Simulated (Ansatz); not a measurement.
CNS−, SMILES `N#C[S-]`, charge -1, multiplicity 1.

(1) Give a relaxed structure at PBE0-D4/def2-TZVPD (Ansatz). (Estimate.)

Answers

(1) The calculation gave: 
Bond lengths: N1–C2 1.171 Å, C2–S3 1.653 Å. Angles: N1–C2–S3 180.0°.
Point group C∞v.
